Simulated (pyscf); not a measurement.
`[PH2]` [doublet] + `[SiH3][SiH3]` → `[PH3]` + `[SiH2][SiH3]` [doublet], a hydrogen abstraction (doublet surface; H–Si broken, H–P formed). Optimised with ωB97X-D3(BJ)/def2-SVP in PySCF. Energies in kJ/mol from the separated reactants.

Small-basis levels: PySCF, no dispersion term, spherical d functions. AM1 to PM7: differences of heats of formation from MOPAC, which are fitted to 298 K values and so differ in kind from electronic energies by zero-point and thermal terms. GFN2-xTB: tblite. Open shells are spin-unrestricted. 

```
level                   barrier  reaction energy
----------------------  -------  ---------------
HF/STO-3G                 118.2            +74.8
SVWN5/6-31G*              -17.4             +9.9
PBE/6-31G*                 15.5            +17.0
B3LYP/STO-3G               39.2            +61.2
B3LYP/LANL2DZ              49.3            +45.3
B3LYP/6-31G*               43.7            +27.2
M06-2X/6-31G*              38.9            +20.7
B3LYP/def2-SVP             39.5            +25.5
GFN2-xTB                   32.7            +31.0
PM3                       -48.9             -2.2
PM6                       -10.7            +21.9
PM7                        82.2            -86.7
ωB97M-D3(BJ)/def2-TZVP     42.5            +23.5
```

Against the last row the barrier runs from -91.4 (PM3) to +75.7 kJ/mol (HF/STO-3G). At SVWN5/6-31G*, PBE/6-31G*, B3LYP/STO-3G, PM3, PM6 this geometry lies under one side, so the entry may be no barrier of that level: it is a single point on another level's saddle. ωB97M-D3(BJ)/def2-TZVP has limits of its own. One saddle was located; it need not be the lowest between these sides. The angle at the transferred H is 164°.
